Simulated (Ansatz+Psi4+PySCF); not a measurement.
## doublet B₂N: levels of theory in one basis

```xyz
3

B     1.2648   -0.4414   -0.2119
N     0.3000    0.3000    0.3000
B    -0.6648    1.0414    0.8118
```

Basis set: cc-pVTZ (spherical functions). Left uncorrelated: 3 orbitals. Correlation on ROHF uses semicanonical orbitals with singles. Charge 0, multiplicity 2.

Computed with Ansatz (development build ahead of 0.2.0); each method stands on the lowest determinant of its kind that the runs found.

| method | E − E(ROHF) (eV) | <S²> of the determinant |
| --- | --- | --- |
| ROHF | 0.00 | 0.75 |
| UHF | -0.08 | 0.81 |
| ROHF-MP2 | -8.78 | – |
| UHF-MP2 | -8.77 | 0.81 |
| UHF-CCSD | -9.29 | 0.81 |
| UHF-CCSD(T) | -9.89 | 0.81 |

(1) Is a single determinant a sound starting point here?

## Answers

(1) It is doubtful. Unrestricted orbitals gain 0.08 eV with <S²> 0.81 against 0.75 for a pure state, but the cluster amplitudes or the share of triples are large.

Caution: the determinant breaks the point group. Caution for ROHF-MP2, UHF-MP2, UHF-CCSD(T): another reference gives a lower total. Caution for UHF-MP2, UHF-CCSD, UHF-CCSD(T): large amplitudes, a single reference is doubtful.
